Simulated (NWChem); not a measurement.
**How basis sets differ on BH2O (SMILES B[O])**

BH2O has 4 atoms, charge 0, and is taken as a doublet. SMILES: `B[O]`. Geometry: relaxed at PBE0-D4/def2-TZVP.

Quantity: the dipole moment, in D. The values are calculated.

| level | kind | program | value (D) | CPU time |
| --- | --- | --- | --- | --- |
| U-wB97X/6-31G* (spherical functions) | range-separated hybrid | NWChem | 1.26 | 4.4 s |
| U-wB97X/6-31+G* (spherical functions) | range-separated hybrid | NWChem | 1.53 | 5.8 s |
| U-wB97X/6-31++G** (spherical functions) | range-separated hybrid | NWChem | 1.54 | 7.8 s |
| U-wB97X/6-311+G** | range-separated hybrid | NWChem | 1.53 | 11 s |
| U-wB97X/6-311++G(2d,2p) | range-separated hybrid | NWChem | 1.52 | 21 s |
| U-wB97X/6-311++G(3df,3pd) | range-separated hybrid | NWChem | 1.49 | 77 s |

The values span 1.26 to 1.54 D. CPU times are rough (shared hosts, several kinds of processor): they show what a rung costs within a factor of a few.
